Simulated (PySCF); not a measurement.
## Working with the constants of Mg₂

r²SCAN constants of Mg₂, ¹Σg⁺ (singlet), closed shell (Mg 3-21G; no relativity (PySCF 2.14); masses 23.9850 and 23.9850 u):

| Quantity | Value |
| --- | --- |
| ωe | 88.8 cm⁻¹ |
| ωexe | 1.9 cm⁻¹ |
| Be | 0.11391 cm⁻¹ |
| αe | 0.00309 cm⁻¹ |
| D (centrifugal) | 7.49e-07 cm⁻¹ |
| De to Mg + Mg | 0.141 eV |

Task: Estimate the standard entropy (1 bar) and heat capacity of the ideal gas at 500 K, rigid rotor with B0 and harmonic oscillator at the fundamental.

Result: Translation (Sackur–Tetrode, M = 47.97 u): 167.9 J/(mol K). Rotation: q = kT/(σB0) = 1550 with σ = 2, 69.4. Vibration: x = hcν0/kT = 0.245, 20.04. S° = 257.3 J/(mol K); Cp = 7R/2 + 8.27 = 37.4 J/(mol K).

Closed-shell solutions of metal pairs were not tested for spin polarisation, which can lower them a little. The bond is weak. Basis-set superposition, not corrected here, can be much of De in a small basis, most of all at correlated wavefunction levels. Functionals without a dispersion term scatter widely for such bonds, and LDA overbinds them. 3-21G is very small, so such numbers show the basis as much as the molecule.
